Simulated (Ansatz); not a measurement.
**HCCl, singlet: vertical spin and charge gaps**

Geometry (PBE0/def2-TZVP stationary point for this spin, not checked as a minimum):

```yaml
atoms:
  - { symbol: C, position_ang: [0.0000, -0.1595, 1.2148] }
  - { symbol: Cl, position_ang: [0.0000, 0.0287, -0.4563] }
  - { symbol: H, position_ang: [0.0000, 0.8931, 1.5728] }
```

Basis cc-pVDZ; Ansatz 0.2.0. Only valence electrons are correlated (noble-gas cores frozen). R marks a restricted (for open shells ROHF) determinant, U an unrestricted one. Active spaces: valence = (12e, 9o) chosen from the atoms' valence shells.

Gaps are energies of the second state less the first, at fixed atoms, for a selection of the levels run; each method lands on the state that its own search finds for that charge and spin.

Unrestricted rows (U, and Kohn–Sham where it breaks symmetry) aren't spin-pure: their determinants' ⟨S²⟩ exceeds S(S+1) by up to 0.60, so they mix in states of higher spin. A value is left out where its run failed or describes another state than the reference as far as symmetry and spin tell, or, spin-broken singlets apart, can't be checked.

Question: PBE gives 9.518 eV for removing an electron, to the doublet. Estimate what UCCSDTQ gives in cc-pVDZ.

Answer: UCCSDTQ in cc-pVDZ gives 9.384 eV, so against it PBE is off by 0.134 eV.

| level | gap (eV) | error (meV) | ⟨S²⟩ where 0.1 over S(S+1) (first / second) |
| --- | --- | --- | --- |
| RHF | 9.141 | -243 | – / – |
| UHF | 9.322 | -62 | 0.60 / – |
| RMP2 | 9.455 | 71 | – / – |
| UMP2 | 9.354 | -30 | 0.60 / – |
| CISD | 9.452 | 68 | – / – |
| RCCSD | 9.499 | 115 | – / – |
| UCCSD | 9.474 | 90 | 0.60 / – |
| RCCSD(T) | 9.401 | 17 | – / – |
| UCCSD(T) | 9.370 | -14 | 0.60 / – |
| BCCD(T) | 9.407 | 23 | – / – |
| RCCSDT | 9.383 | -1 | – / – |
| UCCSDT | 9.380 | -4 | 0.60 / – |
| RCCSDT(Q) | 9.393 | 9 | – / – |
| UCCSDT(Q) | 9.374 | -10 | 0.60 / – |
| RCCSDTQ | 9.385 | 1 | – / – |
| CASSCF (valence space) | 8.574 | -810 | – / – |
| NEVPT2 (valence space) | 9.228 | -156 | – / – |
| MRCISD (valence space) | 9.290 | -94 | – / – |
| MRCISD+Q (valence space) | 9.384 | 0 | – / – |
| r2SCAN | 9.726 | 342 | 0.53 / – |
| PBE0 | 9.763 | 379 | 0.44 / – |
| B3LYP | 9.743 | 359 | 0.34 / – |
| wB97M-V | 9.786 | 402 | – / – |
| B2PLYP | 9.538 | 154 | 0.46 / – |
| RPA-PBE | 9.412 | 28 | 0.38 / – |

Question: PBE gives 0.453 eV for triplet less singlet. Estimate what UCCSDTQ gives in cc-pVDZ.

Answer: UCCSDTQ in cc-pVDZ gives 0.526 eV, so against it PBE is off by -0.073 eV.

```json
{"level": "RHF", "gap (eV)": "-0.127", "error (meV)": "-653", "⟨S²⟩ where 0.1 over S(S+1) (first / second)": "– / –"}
{"level": "UHF", "gap (eV)": "0.024", "error (meV)": "-502", "⟨S²⟩ where 0.1 over S(S+1) (first / second)": "0.60 / –"}
{"level": "RMP2", "gap (eV)": "0.367", "error (meV)": "-159", "⟨S²⟩ where 0.1 over S(S+1) (first / second)": "– / –"}
{"level": "UMP2", "gap (eV)": "0.284", "error (meV)": "-242", "⟨S²⟩ where 0.1 over S(S+1) (first / second)": "0.60 / –"}
{"level": "CISD", "gap (eV)": "0.332", "error (meV)": "-194", "⟨S²⟩ where 0.1 over S(S+1) (first / second)": "– / –"}
{"level": "RCCSD", "gap (eV)": "0.458", "error (meV)": "-68", "⟨S²⟩ where 0.1 over S(S+1) (first / second)": "– / –"}
{"level": "UCCSD", "gap (eV)": "0.432", "error (meV)": "-94", "⟨S²⟩ where 0.1 over S(S+1) (first / second)": "0.60 / –"}
{"level": "RCCSD(T)", "gap (eV)": "0.517", "error (meV)": "-9", "⟨S²⟩ where 0.1 over S(S+1) (first / second)": "– / –"}
{"level": "UCCSD(T)", "gap (eV)": "0.483", "error (meV)": "-43", "⟨S²⟩ where 0.1 over S(S+1) (first / second)": "0.60 / –"}
{"level": "BCCD(T)", "gap (eV)": "0.519", "error (meV)": "-7", "⟨S²⟩ where 0.1 over S(S+1) (first / second)": "– / –"}
{"level": "RCCSDT", "gap (eV)": "0.522", "error (meV)": "-4", "⟨S²⟩ where 0.1 over S(S+1) (first / second)": "– / –"}
{"level": "UCCSDT", "gap (eV)": "0.517", "error (meV)": "-9", "⟨S²⟩ where 0.1 over S(S+1) (first / second)": "0.60 / –"}
{"level": "RCCSDT(Q)", "gap (eV)": "0.529", "error (meV)": "3", "⟨S²⟩ where 0.1 over S(S+1) (first / second)": "– / –"}
{"level": "UCCSDT(Q)", "gap (eV)": "0.527", "error (meV)": "1", "⟨S²⟩ where 0.1 over S(S+1) (first / second)": "0.60 / –"}
{"level": "RCCSDTQ", "gap (eV)": "0.527", "error (meV)": "1", "⟨S²⟩ where 0.1 over S(S+1) (first / second)": "– / –"}
{"level": "CASSCF (valence space)", "gap (eV)": "0.476", "error (meV)": "-50", "⟨S²⟩ where 0.1 over S(S+1) (first / second)": "– / –"}
{"level": "NEVPT2 (valence space)", "gap (eV)": "0.527", "error (meV)": "1", "⟨S²⟩ where 0.1 over S(S+1) (first / second)": "– / –"}
{"level": "MRCISD (valence space)", "gap (eV)": "0.546", "error (meV)": "20", "⟨S²⟩ where 0.1 over S(S+1) (first / second)": "– / –"}
{"level": "MRCISD+Q (valence space)", "gap (eV)": "0.554", "error (meV)": "28", "⟨S²⟩ where 0.1 over S(S+1) (first / second)": "– / –"}
{"level": "r2SCAN", "gap (eV)": "0.308", "error (meV)": "-218", "⟨S²⟩ where 0.1 over S(S+1) (first / second)": "0.53 / –"}
{"level": "PBE0", "gap (eV)": "0.394", "error (meV)": "-132", "⟨S²⟩ where 0.1 over S(S+1) (first / second)": "0.44 / –"}
{"level": "B3LYP", "gap (eV)": "0.522", "error (meV)": "-4", "⟨S²⟩ where 0.1 over S(S+1) (first / second)": "0.34 / –"}
{"level": "wB97M-V", "gap (eV)": "0.644", "error (meV)": "118", "⟨S²⟩ where 0.1 over S(S+1) (first / second)": "– / –"}
{"level": "B2PLYP", "gap (eV)": "0.476", "error (meV)": "-50", "⟨S²⟩ where 0.1 over S(S+1) (first / second)": "0.46 / –"}
{"level": "RPA-PBE", "gap (eV)": "0.620", "error (meV)": "94", "⟨S²⟩ where 0.1 over S(S+1) (first / second)": "0.38 / –"}
```

Wrong sign: RHF.

In so small a basis the reference is far from its limit while semilocal and hybrid functionals are nearer theirs (RPA and double hybrids share much of the reference's basis error), so the functionals' errors here hold much of the reference's basis and frozen-core error, which can add to them or hide them.

Full CI isn't at hand for all of this; UCCSDTQ serves as the reference, and is uncertain by about the last step of the cluster series. The frozen core follows each run's orbitals, which can shift R against U totals by a few meV.
